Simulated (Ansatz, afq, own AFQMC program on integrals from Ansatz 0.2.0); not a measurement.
Two steps: Ansatz 0.2.0 writes the Fock matrix and Cholesky factors of the valence space, and afq projects on them the lowest state that overlaps trial and start.

```yaml
crystal:
  periodic: [false, false, false]
  atoms:
    - {symbol: C, position_ang: [0.000000, -0.005232, 0.908374]}
    - {symbol: C, position_ang: [0.000000, 0.001278, -0.983379]}
    - {symbol: H, position_ang: [0.000000, -1.300297, 1.428060]}
    - {symbol: H, position_ang: [1.119378, 0.662060, 1.432060]}
    - {symbol: H, position_ang: [-1.119378, 0.662060, 1.432060]}
    - {symbol: H, position_ang: [0.000000, -1.172893, -1.714803]}
    - {symbol: H, position_ang: [0.000000, 1.196196, -1.683613]}
basis:
  gaussian: {orbitals: 6-31G}
magnetization: {spin_polarized: true, initial_magnetization: 1}
correlation: {method: ccsd_t, electrons: outside_noble_gas, hamiltonian_folder: ham}
```

```sh
$ ansatz run in.yaml --threads 1 --pin off --events-out ev --progress --plain --max-ram 1382MiB
```

Options of the walk:

```
--method phaseless --trial cisd --walkers 60 --populations 1 --least-time 40 --time-step 0.005 --steps-per-block 50 --equilibration-blocks 40 --max-blocks 300 --target-error 0.00086 --factor-cut 1e-05 --start spin_pure --seed 1062 --release-times 0.24,0.51,0.99,1.62,2.4 --release-step 0.03 --release-every 4 --taylor-order 6
```

Times are imaginary, in 1/Eh. The walk had a cap of 542 s.

Log:

```
orbitals 26  electrons 7 6  factors 181 of 414
reference energy -78.31372271 Eh
CCSD correlation -0.24489680 Eh in 13 cycles, weight of the determinant in the CISD state 0.8374
energy of the start -78.554034 Eh
 block  time / (1/Eh)  mean weight  energy / Eh
     1     0.250  0.9995  -78.550405
     2     0.500  0.9998  -78.551516
     3     0.750  0.9998  -78.554655
     4     1.000  0.9989  -78.557905
     5     1.250  0.9992  -78.553978
    10     2.500  1.0019  -78.558738
    49    12.250  1.0018  -78.565842
    89    22.250  1.0015  -78.557262
   121    30.250  1.0008  -78.587084
   129    32.250  1.0005  -78.564216
   169    42.250  1.0005  -78.564856
   209    52.250  0.9984  -78.559789
   249    62.250  1.0002  -78.559640
   289    72.250  0.9980  -78.561245
   321    80.250  1.0000  -78.554522
   329    82.250  1.0000  -78.575659
   337    84.250  1.0004  -78.574110
blocks merged  error / Eh  count
     1  0.000544  300
     2  0.000720  150
     4  0.000884  75
     8  0.000929  37
    16  0.000951  18
    32  0.000873  9
released: time / (1/Eh)  energy / Eh  error  mean overlap
  0.24  -78.567275  0.001417  1.0024
  0.51  -78.568214  0.000943  0.9926
  0.99  -78.568391  0.000726  0.9862
  1.62  -78.567212  0.000692  1.0161
  2.40  -78.567926  0.000961  1.0123
energy -78.566700 +/- 0.000951 Eh
(rows thinned)
```

The run passed its tests (sampling time, drift between the halves within three errors, error under three times the target), which doesn't prove that it has relaxed.

Against this walk (error 25.9 meV) on the same determinant: CCSD(T) 11.4 meV higher (within the noise), CCSDT(Q) 32.0 meV lower (within the noise). The error is statistical and leaves out the bias of the constraint. Released to 2.40 1/Eh the energy moves by -33 ± 37 meV (both errors), within twice the noise.

Cautions: constraint bias not in the error; error above the target (25.9 against 23.4 meV); unrestricted determinant slightly spin contaminated (⟨S²⟩ 0.85 against 0.75).

The walk took 3.3 min on 1 thread of Arm Neoverse V2, with other jobs on the host. The log's last line is the phaseless energy.

CCSDT and higher add their correlation energy to the determinant of the CCSD(T) run, since their own runs factorise the integrals more tightly (a shift of under 2 meV). A walk keeps the symmetry of its determinant, which the program's search chose and which needn't be the lowest solution, so a lower state of the same spin and another symmetry isn't excluded.
